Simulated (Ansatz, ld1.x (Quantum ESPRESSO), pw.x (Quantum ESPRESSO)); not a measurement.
**From atom to crystal: TM potential for Cs (Z = 55)**

- Element: caesium (Cs)
- Generator: ld1.x (Quantum ESPRESSO) 7.5
- Type: norm-conserving Troullier–Martins (Kleinman–Bylander form)
- Functional: LDA (PW92)
- Relativity: scalar-relativistic
- Frozen core: [Xe]
- Valence charge: 1
- Reference configuration: 5d0 6s0.75 6p0.25
- Partial waves: 6s (bound): rc 4.20 bohr; 6p (bound): rc 4.20 bohr; 5d (bound, empty): rc 3.45 bohr
- Local potential: all-electron potential smoothed inside 3.75 bohr (lloc = -2)
- Core correction: none

Atomic tests: cutoffs needed: 6 Ry and 6 Ry (the cutoffs (Ry, on a coarse ladder) from which the occupation-weighted sum of valence levels, in a spherical-Bessel basis at the reference potential, stays within 10 and 1 mRy of its value at 400 Ry); ghost test: no extra level below or beside the all-electron valence levels (s, p, d, f tested) (spherical-Bessel basis up to 400 Ry, 20 bohr box); largest excitation error: +88 meV (all-electron minus pseudo) for 5d1 6s0 6p0, out of 5 test configurations.

Crystal test: bcc Cs in pw.x 7.5, no spin, 8³ k-points, Fermi–Dirac smearing 0.01 Ry, cutoffs 35/140 Ry. The reference is all-electron LAPW (Ansatz 0.2.0) with the same functional, mesh and smearing; V0 and B0 come from Birch–Murnaghan fits to the pressures at five volumes. Errors are pseudo minus all-electron; Δ is the rms difference of the E(V) curves that follow from these fits, minima aligned, over ±6 % about the mean V0. Mesh and smearing are coarse, so the numbers serve the comparison and aren't converged zero-temperature values; the lattice is a test structure that the element need not adopt.

All-electron: a0 = 5.762 Å (V0 = 95.64 Å³/atom), B0 = 2.4 GPa.

Problem. How far does the potential miss the all-electron equation of state?

Solution. mean pressure error (GPa): -0.47. The pressure does not cross zero within the volumes sampled, so no fit is given. This is a poor potential for the solid. The logarithmic derivative shows an extra or strongly shifted pseudo pole above the reference energy (s near 0.32 Ry).

```csv
V (Å³/atom),P all-electron (GPa),P pseudo (GPa)
90.945,0.13,-0.42
93.339,0.06,-0.44
95.732,-0.00,-0.46
98.125,-0.06,-0.48
100.519,-0.11,-0.50
```

Problem. At the middle volume, how do free energy and pressure move when the wave cutoff is lowered (ecutrho kept at four times it)?

Solution.

```json
{"cutoff (Ry)": "16", "shift of F (meV/atom)": "+0.2", "shift of P (GPa)": "-0.00"}
{"cutoff (Ry)": "21", "shift of F (meV/atom)": "+0.1", "shift of P (GPa)": "-0.00"}
{"cutoff (Ry)": "28", "shift of F (meV/atom)": "+0.0", "shift of P (GPa)": "+0.00"}
```

The run at the middle volume (29 k-points, 6 iterations) took about 5.4 s on one core of a shared host (Neoverse-V1, 32 threads, 247 GiB, load 24).
